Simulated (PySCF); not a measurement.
# SN: the SCF solver's settings

Aim: find out which solver settings change the answer for SN.

The runs use PySCF 2.14.0; each script names its method and basis.

4 further runs of the same task are left out: 4 that didn't finish.

### 1 The system as given

SN: 2 atoms, charge 0, spin multiplicity 2.

Bond lengths: S1–N2 1.476 Å.

### 2 Base script

File input.py:

```python
from pyscf import gto, scf, cc

mol = gto.M(
    atom='S 0 0 0; N 0 0 1.476',
    basis='pcseg-1',
    charge=0,
    spin=1,
    verbose=4,
)
mf = scf.UHF(mol)
mf = mf.newton()
mf.kernel()
mycc = cc.CCSD(mf)
mycc.kernel()
e = mycc.ipccsd(nroots=5)[0]
print('roots (eV) =', (e*27.211386).round(3))
mf.dip_moment()
print('orbital energies (hartree):', [e[max(0, n-3):n+3].round(4) for e, n in zip(mf.mo_energy, mol.nelec)])
```

Command:

```console
> OMP_NUM_THREADS=1 python input.py
```

Its log is not repeated here.

In short: E(SCF) = -451.865256 Eh, 4 macro-iterations, E(CCSD) − E(SCF) = -0.28849 Eh, ⟨S²⟩ = 1.095, μ = 1.67 D, ionisation roots 8.336, 12.836, 12.840, 13.534, 13.800 eV.

⟨S²⟩ = 1.09 against 0.75 for a pure state: the determinant is spin-contaminated. The bond length is a typed value, not an optimised one.

### 3 Initial guess atom

Variant 1 changes initial guess: minao → atom.

File input.py:

```python
from pyscf import gto, scf, cc

mol = gto.M(
    atom='S 0 0 0; N 0 0 1.476',
    basis='pcseg-1',
    charge=0,
    spin=1,
    verbose=4,
)
mf = scf.UHF(mol)
mf.init_guess = 'atom'
mf = mf.newton()
mf.kernel()
mycc = cc.CCSD(mf)
mycc.kernel()
e = mycc.ipccsd(nroots=5)[0]
print('roots (eV) =', (e*27.211386).round(3))
mf.dip_moment()
print('orbital energies (hartree):', [e[max(0, n-3):n+3].round(4) for e, n in zip(mf.mo_energy, mol.nelec)])
```

Command:

```console
> OMP_NUM_THREADS=1 python input.py
```

### 4 Damping 0.95

Variant 2 changes damping: none → 0.95.

Edit input.py of step 2 so:

```diff
@@ -10,2 +10,4 @@
 mf = scf.UHF(mol)
+mf.damp = 0.95
+mf.diis_start_cycle = 8
 mf = mf.newton()
```

### 5 DIIS space off

Variant 3 changes DIIS space: default → off.

Edit input.py of step 2 so:

```diff
@@ -10,2 +10,3 @@
 mf = scf.UHF(mol)
+mf.diis = False
 mf = mf.newton()
```

### 6 DIIS space 2

Variant 4 changes DIIS space: default → 2.

Edit input.py of step 2 so:

```diff
@@ -10,2 +10,3 @@
 mf = scf.UHF(mol)
+mf.diis_space = 2
 mf = mf.newton()
```

**Question.** What will these runs give? Wanted: for each run, E(SCF); from base; gap, α spin; SCF dipole; after the SCF.

As calculated:

```
               run  E(SCF) (hartree)  from base (eV)   cycles  gap, α spin (eV)  SCF dipole (D)                                   after the SCF
              base       -451.865256               0  4 macro             10.01            1.67  CCSD correlation -7.850 eV, first root 8.34 eV
initial guess atom       -451.865256          0.0000  5 macro             10.01            1.67  CCSD correlation -7.850 eV, first root 8.34 eV
      damping 0.95       -451.865256          0.0000  4 macro             10.01            1.67  CCSD correlation -7.850 eV, first root 8.34 eV
    DIIS space off       -451.865256          0.0000  4 macro             10.01            1.67  CCSD correlation -7.850 eV, first root 8.34 eV
      DIIS space 2       -451.865256          0.0000  4 macro             10.01            1.67  CCSD correlation -7.850 eV, first root 8.34 eV
```

Distance from each run's final energy (log10 hartree) by cycle:

| run | cycle 1 | cycle 2 | cycle 3 | cycle 5 | cycle 8 | cycle 12 |
| --- | --- | --- | --- | --- | --- | --- |
| base | -3.3 | -6.1 | < -11 | done | done | done |
| initial guess atom | -2.6 | -2.7 | -5.1 | < -11 | done | done |
| damping 0.95 | -3.3 | -6.1 | < -11 | done | done | done |
| DIIS space off | -3.3 | -6.1 | < -11 | done | done | done |
| DIIS space 2 | -3.3 | -6.1 | < -11 | done | done | done |

**Reading.** No change of the SCF energy comes from initial guess atom or damping 0.95 or DIIS space off or DIIS space 2. The cycles with damping 0.95 or DIIS space off or DIIS space 2 repeat those of the base digit for digit, so the setting never acted.
